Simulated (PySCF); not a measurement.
# ethyl formate: calculation against experiment

**What was measured.**

NIST CCCBDB Release 22 (SRD 101), experimental polarizabilities lists, for the gas: mean polarisability 6.88 Å³.

The results are set against them at the end.

Species: ethyl formate, C3H6O2.
SMILES with atom numbers: `[CH3:1][CH2:2][O:3][CH:4]=[O:5]` (hydrogens: H6, H7, H8 on C1; H9, H10 on C2; H11 on C4)

Structure used (PBE0-D3(BJ)/def2-SVP), in Å, numbered top down from 1:
```
atom  x, y, z in Å
C1    -1.5778    0.2416    0.3932
C2    -0.2214   -0.4028    0.2822
O3     0.7021    0.5818   -0.1890
C4     1.9770    0.2133   -0.2428
O5     2.4053   -0.8624    0.0637
H6    -2.3165   -0.4942    0.7431
H7    -1.5580    1.0778    1.1074
H8    -1.9106    0.6289   -0.5809
H9    -0.2241   -1.2512   -0.4216
H10    0.1355   -0.7931    1.2486
H11    2.5887    1.0603   -0.6190
```

The PySCF runs (gas phase, on this PBE0-D3(BJ)/def2-SVP geometry; no spin–orbit coupling):

```
              level                                                                            job  basis functions  wall time
  wB97X-D/def2-SVPD  10 singlets by full TDDFT, 4 Tamm–Dancoff triplets, polarisability, ΔSCF ions              154       52 s
    B3LYP/def2-SVPD  10 singlets by full TDDFT, 4 Tamm–Dancoff triplets, polarisability, ΔSCF ions              154       45 s
BHandHLYP/def2-SVPD  10 singlets by full TDDFT, 4 Tamm–Dancoff triplets, polarisability, ΔSCF ions              154       47 s
CAM-B3LYP/def2-SVPD  10 singlets by full TDDFT, 4 Tamm–Dancoff triplets, polarisability, ΔSCF ions              154       55 s
       HF/def2-SVPD        10 singlets by TDHF, 4 Tamm–Dancoff triplets, polarisability, ΔSCF ions              154       11 s
  LC-wPBE/def2-SVPD  10 singlets by full TDDFT, 4 Tamm–Dancoff triplets, polarisability, ΔSCF ions              154       74 s
      LDA/def2-SVPD  10 singlets by full TDDFT, 4 Tamm–Dancoff triplets, polarisability, ΔSCF ions              154       52 s
      PBE/def2-SVPD  10 singlets by full TDDFT, 4 Tamm–Dancoff triplets, polarisability, ΔSCF ions              154       47 s
        PBE0/6-31G*             10 singlets by full TDDFT, 4 Tamm–Dancoff triplets, polarisability               82      6.4 s
      PBE0/def2-SVP             10 singlets by full TDDFT, 4 Tamm–Dancoff triplets, polarisability              100      7.7 s
     PBE0/def2-SVPD  10 singlets by full TDDFT, 4 Tamm–Dancoff triplets, polarisability, ΔSCF ions              154       47 s
     PBE0/def2-TZVP             10 singlets by full TDDFT, 4 Tamm–Dancoff triplets, polarisability              191       20 s
```

Hardware: Arm Neoverse V1, one thread, no GPU, shared host.

All basis functions are spherical.

Results beside the measurements:

**Mean polarisability.** Measured: 6.88 Å³ (NIST CCCBDB Release 22 (SRD 101), experimental polarizabilities).

| level | computed (Å³) | computed − measured (Å³) | % (from the printed values) |
| --- | --- | --- | --- |
| wB97X-D/def2-SVPD | 6.75 | -0.13 | -2 |
| B3LYP/def2-SVPD | 6.87 | -0.01 | 0 |
| BHandHLYP/def2-SVPD | 6.57 | -0.31 | -5 |
| CAM-B3LYP/def2-SVPD | 6.77 | -0.11 | -2 |
| HF/def2-SVPD | 6.25 | -0.63 | -9 |
| LC-wPBE/def2-SVPD | 6.62 | -0.26 | -4 |
| LDA/def2-SVPD | 7.20 | +0.32 | +5 |
| PBE/def2-SVPD | 7.13 | +0.25 | +4 |
| PBE0/6-31G* | 5.54 | -1.34 | -19 |
| PBE0/def2-SVP | 5.64 | -1.24 | -18 |
| PBE0/def2-SVPD | 6.79 | -0.09 | -1 |
| PBE0/def2-TZVP | 6.50 | -0.38 | -6 |

Closest is B3LYP/def2-SVPD (-0.01 Å³), furthest PBE0/6-31G* (-1.34 Å³); one molecule doesn't rank methods. The computed values are static and purely electronic, with core orbitals frozen in the response (1 au = 0.148185 Å³). The table of measured values doesn't say here whether a value is static or optical, or holds a vibrational part. The measurement averages over conformers, the calculation has one.

No measured geometry was used, and the causes of the misses weren't examined.
